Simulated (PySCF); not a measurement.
Excitations are Tamm–Dancoff values on a coarser integration grid. The basis has no diffuse functions, so Rydberg states are missing or too high.

Z-matrix (Å, degrees):
```
C
C 1 1.3244
H 2 1.0825 1 121.50
H 2 1.0825 3 117.00 1 -179.99
C 1 1.4982 2 122.22 3 0.01
H 5 1.0886 1 111.78 2 0.00
H 5 1.0930 6 108.40 1 122.30
H 5 1.0930 6 108.40 7 115.40
C 1 1.4982 2 122.22 3 -179.99
H 9 1.0886 1 111.78 2 0.00
H 9 1.0930 10 108.40 1 122.30
H 9 1.0930 10 108.40 11 115.40
```
Charge 0, multiplicity 1.

Task: Predict the S1–T1 gap (TDA), LUMO, HOMO–LUMO gap, total energy and HOMO from TPSSh-D3(BJ)/def2-TZVP // CAM-B3LYP-D3(BJ)/def2-TZVP (PySCF 2.14.0).

Result: 
The S1–T1 gap (TDA) is 2.55 eV. The LUMO is 0.16 eV and the HOMO–LUMO gap is 6.58 eV. The total energy is -4280.48 eV and the HOMO is -6.42 eV.
